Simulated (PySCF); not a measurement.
Compound: N-methylmethanimine, C2H5N.
Z-matrix (Å and degrees, PBE0-D3(BJ)/def2-SVP geometry), rows numbered from 1:
```
C 
N   1  1.2611
C   2  1.4346  1  118.57
H   1  1.0999  2  119.65  3   179.98
H   1  1.1104  2  123.45  3    -0.21
H   3  1.1092  2  114.32  1    -0.03
H   3  1.1021  2  109.24  1   122.14
H   3  1.1022  2  109.26  1  -122.14
```

Method: delta-SCF UKS SCAN, pcX-2 on the ionised atom, pcseg-1 elsewhere, spin-free X2C in PySCF. Each binding energy is the total energy of the core-ionised species, with the hole localised on one atom, minus that of the ground state; both are solved self-consistently, so orbital relaxation is included.

One binding energy is withheld.

```
atom(s)                bonded to  level  binding energy (eV)
     C1  N (double bond) and 2 H   C 1s               291.79
     C3                N and 3 H   C 1s               291.61
     N2    C (double bond) and C   N 1s                    ?
```

Question: Fill in N 1s for N2 (atom 2).

Answer: 405.13 eV (imine nitrogen).

The 2 C 1s values lie within 0.18 eV of each other; Gaussian lines of 0.5 eV full width would blend them into one maximum.

Question: Which photon energy gives electrons from C 1s of C1 a kinetic energy of 150 eV, and what is their de Broglie wavelength?

Answer: hν = 291.79 + 150 = 441.79 eV, recoil neglected; λ = 12.264 Å/√(E/eV) = 1.00 Å.

Isolated species at its PBE0-D3(BJ)/def2-SVP geometry, gas phase.

Hardware: one thread of an x86-64 server, on a shared host. Cost: 8.6 s of wall time.
